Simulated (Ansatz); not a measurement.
Basis-set series for `FC(F)(F)Cl`. Charge 0, multiplicity 1. All single points use the PBE0-D4/def2-TZVP geometry.

| functional | basis | functions | energy (Eh) | HOMO (eV) | LUMO (eV) |
| --- | --- | --- | --- | --- | --- |
| PBE0-D4 | def2-SVP | 74 | -796.96190 | -9.91 | 0.90 |
| PBE0-D4 | def2-QZVPP | 298 | -797.56020 | -10.09 | -0.11 |
| ωB97M-V | def2-SVP | 74 | -797.33097 | -12.21 | 3.39 |
| ωB97M-V | def2-QZVPP | 298 | -797.93323 | -12.45 | 2.05 |

Give the rows for def2-TZVPP. (Estimate.)

Ansatz gave: 
```tsv
functional	basis	functions	energy (Eh)	HOMO (eV)	LUMO (eV)
PBE0-D4	def2-TZVPP	166	-797.52995	-10.05	0.10
ωB97M-V	def2-TZVPP	166	-797.90465	-12.40	2.44
```

Positive LUMOs are unbound and depend on the basis.
